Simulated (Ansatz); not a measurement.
This geometry of C2H5NO (9 atoms, charge 0, multiplicity 1) is a first-order saddle point.

These are results of RKS B3LYP-D4/def2-SVP in Ansatz, not measurements.

```xyz
9
Properties=species:S:1:pos:R:3
N -0.711 0.893 -0.692
C 0.299 0.374 0.118
C 0.372 -1.048 0.463
O 1.301 -0.494 -0.458
H -1.535 0.348 -0.898
H -0.774 1.889 -0.834
H 0.738 1.102 0.815
H 0.773 -1.373 1.435
H -0.374 -1.737 0.036
```

Task: Which two structures does it join? (They come from a converged band through this point; their orientation in space is the band's.)

Result: No bond is made or broken. The height of N1 over the plane of its neighbours goes from -0.36 to 0.34 Å.

First end point:

```xyz
9
Properties=species:S:1:pos:R:3
N -0.927 0.940 -0.380
C 0.238 0.393 0.202
C 0.395 -1.044 0.423
O 1.156 -0.380 -0.587
H -1.356 0.296 -1.044
H -0.722 1.808 -0.874
H 0.732 1.090 0.893
H 0.960 -1.419 1.288
H -0.387 -1.729 0.062
```

Last end point:

```xyz
9
Properties=species:S:1:pos:R:3
N -0.577 1.013 -0.805
C 0.362 0.388 0.058
C 0.307 -1.017 0.516
O 1.186 -0.588 -0.532
H -1.174 0.339 -1.283
H -1.162 1.682 -0.308
H 0.883 1.121 0.693
H 0.796 -1.336 1.447
H -0.534 -1.649 0.197
```

Task: How far does it lie above each of them?

Result: 4.1 kcal/mol above the first and 0.9 kcal/mol above the second. This is the barrier of this one path; another mechanism may lie lower.

Run time: 2.8 min on 1 thread of Arm Neoverse V1 (shared host), peak memory 0.15 GiB.
